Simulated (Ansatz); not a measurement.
C4H6FN, SMILES `CC1=C(F)NC1` at its PBE0-D4/def2-TZVP geometry, where that method's forces vanish. Charge 0, multiplicity 1.

```xyz
12

C     0.9028    0.5473   -1.3918
C     0.1543   -0.0049   -0.2465
C     0.0560   -1.1561    0.4184
F     0.5141   -2.3821    0.2635
N    -0.6664   -0.7409    1.5453
C    -0.7149    0.5877    0.8436
H     1.6062    1.3253   -1.0762
H     0.2366    0.9971   -2.1345
H     1.4758   -0.2368   -1.8898
H    -1.5733   -1.1820    1.6727
H    -1.7280    0.8693    0.5454
H    -0.2631    1.3760    1.4499
```

**Question.** What forces (eV/Å) does r2SCAN-D4/def2-TZVPP give on these atoms in the Gaussian-basis code of Ansatz? (Estimate.)

**Answer.** Ansatz gave: 
```
C1   0.039  0.029 -0.026
C2   0.064  0.177 -0.257
C3  -0.068  0.062  0.025
F4   0.133 -0.368 -0.031
N5  -0.044 -0.190  0.346
C6  -0.072  0.305 -0.069
H7   0.006  0.007 -0.019
H8   0.014  0.005 -0.004
H9  -0.006  0.011  0.006
H10 -0.058 -0.021  0.006
H11 -0.007 -0.012  0.013
H12  0.000 -0.003  0.011
```
